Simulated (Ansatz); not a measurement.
# SiH4O (triplet): the correlation ladder at distance Si1–H5 along a hydrogen transfer = 1.381 Å, cc-pVDZ

An exercise on one series of results from a longer session: the logs are not shown, and one member is left open.

Computed with Ansatz 0.2.0, Gaussian basis. Level: cc-pVDZ, core rule «outside noble gas», up to 6 orbitals frozen.

Plan: UHF; CCSD(T) on ROHF; CCSD(T) on UHF; BCCD(T) on ROHF; CISD; CCSDT(Q) on ROHF; CCSDT(Q) on UHF; CASSCF and MRCISD+Q, 4 electrons in 4 orbitals; CASSCF and NEVPT2, 4 electrons in 4 orbitals.

10 further runs of the same task are left out: 10 that didn't finish.

### The geometry

The geometry derives from fragments relaxed apart (PBE0/def2-TZVP) and kept rigid, so it is no stationary point. A hydrogen atom is moved between rigid fragments.

6 atoms, charge 0, spin multiplicity 3.

Atoms are counted from 1 here; the program's logs count them from 0.

Bond lengths: Si1–H2 1.485 Å, Si1–H3 1.485 Å, Si1–H4 1.485 Å, Si1–H5 1.381 Å. Angles: H2–Si1–H3 109.5°, H2–Si1–H4 109.5°, H2–Si1–H5 109.5°, H3–Si1–H4 109.5°, H3–Si1–H5 109.5°, H4–Si1–H5 109.5°.

The first run:

The input, in.yaml:

```yaml
crystal:
  periodic: [false, false, false]
  atoms:
    - {symbol: Si, position_ang: [-1.041587, 0.000000, 0.000000]}
    - {symbol: H, position_ang: [-1.536459, 1.399708, 0.000000]}
    - {symbol: H, position_ang: [-1.536458, -0.699854, 1.212183]}
    - {symbol: H, position_ang: [-1.536459, -0.699854, -1.212183]}
    - {symbol: H, position_ang: [0.339413, 0.000000, 0.000000]}
    - {symbol: O, position_ang: [2.097413, 0.000000, 0.000000]}
basis:
  gaussian: {orbitals: cc-pVDZ}
magnetization: {spin_polarized: true, initial_magnetization: 2}
hamiltonian: {xc: hf}
output: {orbitals: {seedname: orbitals}}
```

Run with:

```sh
ansatz run in.yaml --threads 1 --pin off --events-out ev --progress --plain --max-ram 2393MiB
```

Among the steps run: UHF; CCSD(T) on ROHF; CCSD(T) on UHF; BCCD(T) on ROHF; CISD; CCSDT(Q) on ROHF; CCSDT(Q) on UHF; CASSCF and MRCISD+Q, 4 electrons in 4 orbitals; CASSCF and NEVPT2, 4 electrons in 4 orbitals.

One of the session's tables, all rows but one given; the rest of the session is left out.

```
       method  from UCCSDT(Q) (meV)
         ROHF               +7600.8
          UHF               +7455.4
         RMP2               +1388.0
         UMP2               +1383.1
         CISD                +696.1
        RCCSD                +126.3
        UCCSD                +123.9
     RCCSD(T)                 +26.4
     UCCSD(T)                 +25.0
      BCCD(T)                 +26.5
       RCCSDT                  +5.5
       UCCSDT                     ?
    RCCSDT(Q)                  +1.5
    UCCSDT(Q)                     0
  CASSCF pair               +7240.3
  NEVPT2 pair               +1392.8
  MRCISD pair                +632.7
MRCISD+Q pair                 +34.5
```

Q: Estimate the row for UCCSDT from the others.

**Answer.** from UCCSDT(Q) (meV): +4.1. In the column «from UCCSDT(Q) (meV)» it lies between RCCSDT(Q) (+1.5) and RCCSDT (+5.5).

Caveats from the session: Restricted and unrestricted rows rest on different reference determinants; where their highest levels disagree by more than a few hundredths of an eV, they describe different states and don't form one ladder.
